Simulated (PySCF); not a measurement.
# NaP⁺: script and output

File input.py (PySCF 2.14):

```python
from pyscf import gto, scf, mp

mol = gto.M(
    atom='Na 0 0 0; P 0 0 2.603',
    basis='cc-pcvdz',
    charge=1,
    spin=1,
    verbose=3,
)
mf = scf.UHF(mol)
mf.kernel()
mp.MP2(mf, frozen=6).kernel()
mf.dip_moment()
print('orbital energies (hartree):', [e[max(0, n-3):n+3].round(4) for e, n in zip(mf.mo_energy, mol.nelec)])
```

```bash
$ OMP_NUM_THREADS=1 python input.py
```

It prints (some set-up lines and the per-cycle HOMO/LUMO lines with their warnings removed):

```
converged SCF energy = -502.309705491263  <S^2> = 0.75918594  2S+1 = 2.0091649
E(UMP2) = -502.564486091909  E_corr = -0.254780600646191
E(SCS-UMP2) = -502.561660163747  E_corr = -0.251954672483738

WARN: System has nonzero charge 1; the dipole moment is origin-dependent.
Location of origin: [0. 0. 0.]

Dipole moment(X, Y, Z, Debye):  0.00000, -0.00000,  1.82331
orbital energies (hartree): [array([-0.9612, -0.5805, -0.5376, -0.2259, -0.1456, -0.0921]), array([-1.7425, -0.8663, -0.5193, -0.2111, -0.1631, -0.1445])]
```

In short: E(SCF) = -502.309705 Eh, E(MP2) − E(SCF) = -0.25478 Eh, ⟨S²⟩ = 0.759.

Hardware: Arm Neoverse N1, 1 thread, shared host. Wall time 1.8 s.

At this level a UHF run with spin=3 ends 1.88 eV lower; the true order of the states can differ. The bond length is a typed value, not an optimised one. The dipole of an ion depends on the origin. No search for the lowest solution was made.
